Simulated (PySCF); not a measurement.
# Potential energy of LiS along the bond

Set-up: Li 6-311G(d,p), S 6-311G(d,p); no relativity (PySCF 2.14). Energies in eV from Li + S in their ground configurations at the same level. State: ²Π (doublet), unpaired electrons π ↑.

All columns are r²SCAN. A positive dipole means Li(−)S(+).

| R (Å) | E (eV) | μ (D) | Mulliken charge on Li (basis-dependent) | HOMO (eV) | LUMO (eV) | Mayer bond order | ⟨S²⟩ |
| --- | --- | --- | --- | --- | --- | --- | --- |
| 1.854 | -2.739 | -6.27 | 0.48 | -5.07 | -4.15 | 0.92 | 0.75 |
| 1.940 | -3.008 | -6.56 | 0.50 | -4.94 | -4.02 | 0.89 | 0.75 |
| 2.027 | -3.162 | -6.85 | 0.51 | -4.82 | -3.91 | 0.86 | 0.75 |
| 2.091 | -3.220 | -7.07 | 0.52 | -4.74 | -3.82 | 0.84 | 0.75 |
| 2.156 | -3.242 | -7.30 | 0.52 | -4.66 | -3.74 | 0.83 | 0.75 |
| 2.221 | -3.233 | -7.53 | 0.53 | -4.58 | -3.67 | 0.81 | 0.75 |
| 2.307 | -3.186 | -7.84 | 0.54 | -4.49 | -3.57 | 0.79 | 0.75 |
| 2.415 | -3.086 | -8.22 | 0.55 | -4.37 | -3.45 | 0.76 | 0.76 |
| 2.544 | -2.927 | -8.70 | 0.57 | -4.25 | -3.33 | 0.73 | 0.76 |
| 2.717 | -2.680 | -9.32 | 0.59 | -4.09 | -3.17 | 0.70 | 0.76 |

A fit through these points gives, at Re = 2.167 Å, μ = -7.34 D and dμ/dR = -3.51 D/Å; the reduced mass is 5.753 u.

Problem. How strong is the fundamental in the double-harmonic approximation, I = 42.26·(dμ/dR)²/μred km/mol?

Solution. I = 42.26·(-3.51)²/5.753 = 90.5 km/mol at r²SCAN.

The state was picked by a PBE0 search and need not be the measured ground state.
